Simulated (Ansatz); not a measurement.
## Four-centre ligand exchange

Start structure (SiNH₇O, closed shell), relaxed at PBE0-D4/def2-TZVP:

Si1  (-0.736, -0.833, -0.348)
N2  (0.933, -0.788, 0.028)
H3  (-1.090, -1.774, -1.438)
H4  (-1.391, -1.222, 0.930)
O5  (-1.283, 0.607, -0.924)
H6  (0.929, 1.923, 0.869)
H7  (0.765, 2.625, 1.072)
H8  (1.272, -1.163, 0.898)
H9  (1.652, -0.760, -0.676)
H10  (-1.051, 1.384, -0.412)
(Å)

The step: SiNH₅O ([NH2][SiH2][OH]) + H₂ → SiH₄O ([OH][SiH3]) + NH₃; bonds formed: Si1–H7, N2–H6; bonds broken: Si1–N2, H6–H7. Program: Ansatz 0.2.0. Basis: def2-TZVPP and def2-QZVPP. Cores are frozen in the correlated methods. Extrapolation: Hartree–Fock as exp(−7.88 √X), correlation as X^−2.97. Energies below are by CCSD(T) at an estimated basis limit (MP2 extrapolated from triple and quadruple zeta, plus CCSD(T) − MP2 in triple zeta).

Question: What are the electronic barrier and the energy of the step, from the start structure to the end structure? (Judge from chemistry; the value comes from the calculation.)

Answer: The calculation gives: Barrier 2.174 eV; step energy 0.368 eV (uphill); reverse barrier, their difference, 1.807 eV. Barrier and step energy count from the start structure, the reverse barrier from the end structure.

The saddle point: One imaginary mode of 1293i cm⁻¹.
| pair | start (Å) | saddle (Å) | end (Å) |
| --- | --- | --- | --- |
| Si1–H7 | 4.03 | 1.92 | 1.49 |
| N2–H6 | 2.84 | 1.19 | 1.01 |
| Si1–N2 | 1.71 | 1.87 | 2.69 |
| H6–H7 | 0.75 | 1.18 | 2.93 |

Zero-point energy (harmonic, PBE0-D4): ZPE is 1.891 eV at the start and 1.971 eV at the saddle, so the barrier goes from 2.174 to 2.254 eV.

No T1 diagnostic of these runs exceeds 0.012.

Labels in which every atom is bracketed show which atoms are joined, not bond orders.

For scale, one of the runs: CCSD(T)/def2-TZVPP, 202 basis functions (an equivalent command: `ansatz run in.yaml --threads 2`). The run took 34 s on 2 CPU threads (shared host), with 2.7 GiB of host memory at its peak.
